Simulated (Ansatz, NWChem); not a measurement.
## Worked example: BH2F + B(OH)O → BH2(OH) + BOF

Species: BH2F `BF`, singlet; B(OH)O, singlet; BH2(OH), singlet; BOF (fluoro(oxo)borane) `O=BF`, singlet. The partners trade F for OH; both sit on B, so the bond types are kept.

Shapes, held fixed at every level: PBE0-D4/def2-TZVP. Programs: Ansatz 0.2.0, NWChem 7.3.0. The zero-point and thermal change to 298 K, harmonic and unscaled (PBE0-D4/def2-TZVP), is +4.2 kJ/mol.

At CCSD(T)/CBS estimate; 1 Eh = 2625.50 kJ/mol:

| species | energy (Eh) |
| --- | --- |
| BH2F | -125.820391 |
| B(OH)O | -175.828898 |
| BH2(OH) | -101.804136 |
| BOF | -199.846820 |

**Question.** Work out ΔH(298 K) of the reaction at this level.

**Answer.** 
1. Products less reactants: (-101.804136) + (-199.846820) − [(-125.820391) + (-175.828898)] = -0.001667 Eh = -4.4 kJ/mol.
2. With the thermal change: -4.4 + (+4.2) = -0.2 kJ/mol.

Other levels give -2.6 (SPW92/def2-TZVPP) to +10.7 kJ/mol (HF/def2-SVP). No measured value is set beside it here. The CBS estimate extrapolates MP2 from def2-TZVPP and def2-QZVPP and adds CCSD(T) − MP2 in the triple-zeta set, cores frozen. That is about zero within the method's error.
